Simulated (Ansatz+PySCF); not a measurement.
A calculation with Ansatz (development build ahead of 0.2.0).

```yaml
crystal:
  periodic: [false, false, false]
  atoms:
    - { symbol: Mg, position_ang: [0.0, 0.0, 0.0] }
    - { symbol: Al, position_ang: [0.96603, 1.28804, 2.78869] }
basis:
  gaussian: { orbitals: STO-3G }
magnetization:
  initial_magnetization: 3
hamiltonian:
  xc: hf
correlation:
  method: fci
  frozen_orbitals: { Al: 5, Mg: 1 }
```

The input is written out in the form of the current development build from the run's settings.

Results

| Quantity | Value |
| --- | --- |
| Converged | yes |
| Total energy | -435.78648 hartree |
| State | lowest quartet root, of any spatial symmetry |
